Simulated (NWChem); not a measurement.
**Total energies of methane (CH$_{4}$)**

SMILES: C
```xyz
5

C      0.0000     0.0000     0.0000
H      0.0000     0.8966     0.6340
H      0.0000    -0.8966     0.6340
H     -0.8966     0.0000    -0.6340
H      0.8966     0.0000    -0.6340
```
Charge 0, spin multiplicity 1.

Program: NWChem. All single points use one geometry, from PBE0/def2-SVP, a minimum by its harmonic frequencies.

Basis set: cc-pVDZ (34 functions).

```csv
method,total energy (Ha)
RHF,-40.19857
MP2,-40.36017
B2PLYP,-40.45646
PBE,-40.44356
B3LYP,-40.51634
BHandHLYP,-40.48258
CCSD(T),-40.38755
```

Total energies of different functionals aren't comparable as a measure of quality: only differences taken within one method are. 

The correlated methods keep 1 core orbital frozen. B3LYP has NWChem's definition, with VWN1-RPA local correlation. Coupled-cluster values serve here as a point of comparison, not as the truth.
